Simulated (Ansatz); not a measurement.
BNC⁺, doublet in cc-pVDZ: errors against UCCSDT(Q)

Geometry: that of the BNC, singlet, kept fixed.

```yaml
atoms:
  - { symbol: C, position_ang: [0.0000, 0.0000, 1.2603] }
  - { symbol: B, position_ang: [0.0000, 0.0000, -1.3379] }
  - { symbol: N, position_ang: [0.0000, 0.0000, 0.0776] }
```

Basis cc-pVDZ; Ansatz 0.2.0. Only valence electrons are correlated (noble-gas cores frozen), which leaves 11 electrons in 39 orbitals. Prefix R: restricted or restricted open-shell reference; prefix U: unrestricted. Active spaces: valence = (11e, 12o) chosen from the atoms' valence shells.

Full CI isn't at hand for all of this; UCCSDT(Q) serves as the reference, and is uncertain by about the last step of the cluster series. The frozen core follows each run's orbitals, which can shift R against U totals by a few meV.

For open shells CISD is restricted-active-space CI with the open shells as a complete middle space.

```
UHF ⟨S²⟩                          : 0.759
T1 diagnostic (RCCSD)             : 0.0265
largest doubles amplitude (RCCSD) : 0.054
T1 diagnostic (UCCSD)             : 0.0236
```

```json
{"level": "RHF", "E − E(UCCSDT(Q)) (mEh)": "313.97", "share of correlation (%)": "0.00", "wall time": "–"}
{"level": "UHF", "E − E(UCCSDT(Q)) (mEh)": "312.93", "share of correlation (%)": "0.33", "wall time": "–"}
{"level": "RMP2", "E − E(UCCSDT(Q)) (mEh)": "37.20", "share of correlation (%)": "88.15", "wall time": "–"}
{"level": "UMP2", "E − E(UCCSDT(Q)) (mEh)": "36.69", "share of correlation (%)": "88.32", "wall time": "–"}
{"level": "CISD", "E − E(UCCSDT(Q)) (mEh)": "40.98", "share of correlation (%)": "86.95", "wall time": "1.7 s"}
{"level": "RCCSD", "E − E(UCCSDT(Q)) (mEh)": "17.96", "share of correlation (%)": "94.28", "wall time": "–"}
{"level": "UCCSD", "E − E(UCCSDT(Q)) (mEh)": "17.95", "share of correlation (%)": "94.28", "wall time": "–"}
{"level": "RCCSD(T)", "E − E(UCCSDT(Q)) (mEh)": "2.58", "share of correlation (%)": "99.18", "wall time": "1.4 s"}
{"level": "UCCSD(T)", "E − E(UCCSDT(Q)) (mEh)": "2.60", "share of correlation (%)": "99.17", "wall time": "4.9 s"}
{"level": "BCCD(T)", "E − E(UCCSDT(Q)) (mEh)": "2.36", "share of correlation (%)": "99.25", "wall time": "1.8 s"}
{"level": "RCCSDT", "E − E(UCCSDT(Q)) (mEh)": "1.41", "share of correlation (%)": "99.55", "wall time": "–"}
{"level": "UCCSDT", "E − E(UCCSDT(Q)) (mEh)": "1.41", "share of correlation (%)": "99.55", "wall time": "–"}
{"level": "RCCSDT(Q)", "E − E(UCCSDT(Q)) (mEh)": "0.28", "share of correlation (%)": "99.91", "wall time": "3.8 s (H100)"}
{"level": "CASSCF (valence space)", "E − E(UCCSDT(Q)) (mEh)": "143.76", "share of correlation (%)": "54.21", "wall time": "–"}
{"level": "NEVPT2 (valence space)", "E − E(UCCSDT(Q)) (mEh)": "29.32", "share of correlation (%)": "90.66", "wall time": "21 s (H100)"}
{"level": "MRCISD (valence space)", "E − E(UCCSDT(Q)) (mEh)": "7.83", "share of correlation (%)": "97.51", "wall time": "–"}
{"level": "MRCISD+Q (valence space)", "E − E(UCCSDT(Q)) (mEh)": "1.32", "share of correlation (%)": "99.58", "wall time": "17 s (H100)"}
```

The correlation energy at UCCSDT(Q), counted from RHF, is -8.544 eV. That run took 9 s on 2 threads of AMD EPYC 7R13 with a shared H100 80 GB, shared host.

Times hold each run's SCF and search for its determinant on a shared host, so for small cases they say little of a method's own cost; rows without a card ran on 1 thread of AMD EPYC 7R13.

Natural occupations of CASSCF (valence space) about the gap: 1.973 1.959 1.940 1.940 1.002 0.055 0.055 0.026 0.026 0.024; effectively unpaired electrons, Σ n²(2−n)², 1.07.
